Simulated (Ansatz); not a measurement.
fcc Ir was calculated with r²SCAN (plane waves, PAW; Ansatz, a first-principles code).

Run with plane-wave cutoff 500 eV, 14×20×1 k mesh (along the axes of the cell as run), Fermi–Dirac smearing 0.1 eV, scalar-relativistic PAW data made under PBE.

Question: What does this level give for the surface energy of the (110) face and work function of the (110) face?

Answer: 
surface energy of the (110) face: 3.18 J/m²
work function of the (110) face: 4.93 eV

The slab of 12 atoms is relaxed and unreconstructed.

Spin–orbit coupling is not included.

The computed numbers hold no vibrational or temperature effects.

The result took very roughly 50 core-minutes.
